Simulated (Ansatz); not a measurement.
# CH5BO: the cost of one run

Program: Ansatz 0.2.0, Gaussian basis. Level of theory: PBE0-D4/def2-SVP. These are calculated values, not measurements.

16 further runs of the same task are left out: 16 set aside as unsound or not needed.

## Step 1: Where the work starts

The first end: 8 atoms, charge 0, spin multiplicity 1.

Atoms are counted from 1 here; the program's logs count them from 0.

Bond lengths: B1–H2 1.207 Å, B1–O3 1.357 Å, B1–C5 1.558 Å, O3–H4 0.960 Å, C5–H6 1.092 Å, C5–H7 1.096 Å, C5–H8 1.096 Å. Angles: H2–B1–O3 118.7°, H2–B1–C5 121.8°, O3–B1–C5 119.4°, B1–O3–H4 113.1°, B1–C5–H6 113.4°, B1–C5–H7 110.2°, B1–C5–H8 110.1°, H6–C5–H7 108.8°, H6–C5–H8 108.7°, H7–C5–H8 105.3°.

Geometry (Å):

| atom | x (Å) | y (Å) | z (Å) |
| --- | --- | --- | --- |
| B1 | 0.0714 | 0.0199 | -0.5754 |
| H2 | -0.0751 | 0.8482 | -1.4408 |
| O3 | 0.5091 | -1.2162 | -0.9228 |
| H4 | 0.6648 | -1.3093 | -1.8653 |
| C5 | -0.2290 | 0.3333 | 0.9214 |
| H6 | -0.0479 | -0.5134 | 1.5861 |
| H7 | 0.3767 | 1.1818 | 1.2588 |
| H8 | -1.2698 | 0.6557 | 1.0379 |

The second end:

```
B     0.29267   -0.98552    0.19235
H    -0.03576    1.11669   -2.45059
O     0.67172   -1.85524   -0.54922
H     0.18817    0.40512   -2.40675
C    -0.18885    0.12155    1.12912
H    -0.21274   -0.23123    2.16188
H     0.47848    0.98376    1.07292
H    -1.19358    0.44497    0.85020
```

## Step 2: The band at PBE0-D4/def2-SVP

Contents of neb/in.yaml:

```yaml
crystal:
  periodic: [false, false, false]
  atoms:
    - {symbol: B, position_ang: [0.071355, 0.019942, -0.575400]}
    - {symbol: H, position_ang: [-0.075137, 0.848168, -1.440759]}
    - {symbol: O, position_ang: [0.509132, -1.216204, -0.922780]}
    - {symbol: H, position_ang: [0.664819, -1.309320, -1.865317]}
    - {symbol: C, position_ang: [-0.229015, 0.333316, 0.921426]}
    - {symbol: H, position_ang: [-0.047923, -0.513378, 1.586116]}
    - {symbol: H, position_ang: [0.376700, 1.181848, 1.258758]}
    - {symbol: H, position_ang: [-1.269831, 0.655728, 1.037856]}
basis:
  gaussian: {orbitals: def2-SVP}
hamiltonian: {xc: pbe0, dispersion: d4}
neb:
  images: 5
  climbing: true
  max_iterations: 40
  initial_path: idpp
  final_atoms:
    - {symbol: B, position_ang: [0.292667, -0.985517, 0.192348]}
    - {symbol: H, position_ang: [-0.035762, 1.116688, -2.450595]}
    - {symbol: O, position_ang: [0.671724, -1.855238, -0.549222]}
    - {symbol: H, position_ang: [0.188167, 0.405120, -2.406750]}
    - {symbol: C, position_ang: [-0.188852, 0.121554, 1.129121]}
    - {symbol: H, position_ang: [-0.212741, -0.231235, 2.161880]}
    - {symbol: H, position_ang: [0.478480, 0.983759, 1.072925]}
    - {symbol: H, position_ang: [-1.193585, 0.444970, 0.850195]}
```

Command:

```sh
> ansatz run in.yaml --threads 2 --pin off --events-out ev --progress --plain --max-ram 4352MiB
```

**Question.** How long does this run take on 2 threads of Arm Neoverse V2, shared host?

About 67 s.
